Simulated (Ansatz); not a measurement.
# Scan of the Si2–H5 bond length

SiH2SCl (SMILES [S][SiH2]Cl), doublet, at its PBE0-D4/def2-TZVP minimum:

S1  (-1.049, -0.395, 1.686)
Si2  (0.115, -0.062, -0.036)
Cl3  (-0.707, 1.239, -1.392)
H4  (0.286, -1.368, -0.713)
H5  (1.405, 0.513, 0.413)
(Å)

The bond length Si2–H5 (1.482 Å at the minimum) is set to the values below, with the rest relaxed at PBE0-D4/def2-TZVP at each step. Each method's energies count from its own value at the PBE0-D4 minimum structure. Ansatz 0.2.0; basis: def2-TZVPP; cores frozen in the correlated methods; orbitals are unrestricted. B3LYP uses VWN-RPA correlation.

```
bond length (Å)  CCSD(T) (eV)  PBE0-D4 (eV)
          1.274         0.504         0.529
          1.318             ?         0.305
          1.382         0.089         0.102
          1.456         0.002         0.006
          1.539             ?         0.027
          1.628         0.174         0.152
          1.723         0.400         0.359
          1.822         0.683         0.615
          1.926             ?         0.907
```

Q: Fill in the withheld CCSD(T) values. (Judge from chemistry; the value comes from the calculation.)

A: Computed: 0.284 eV at 1.318 Å; 0.035 eV at 1.539 Å; 1.005 eV at 1.926 Å. These count from the CCSD(T) energy at the PBE0-D4 minimum.

Minimum and curvature along this coordinate at CCSD(T): A fifth-order fit through the nearest points gives 1.474 Å, with a curvature of about 18 eV/Å².

Largest difference from the CCSD(T) curve over the scan: PBE-D4 0.255; r2SCAN-D4 0.129; B3LYP-D4 0.116; wB97M-V 0.016 eV. Each curve counts from its own value at the minimum.

The T1 diagnostic stays at or below 0.020. ⟨S²⟩ of the unrestricted Hartree–Fock references: 0.76 to 0.78 (a pure state has 0.75).

For scale, one of the runs: CCSD(T)/def2-TZVPP, 154 basis functions (an equivalent command: `ansatz run in.yaml --threads 4`). The run took 23 s on 4 CPU threads (shared host), with 2.1 GiB of host memory at its peak.
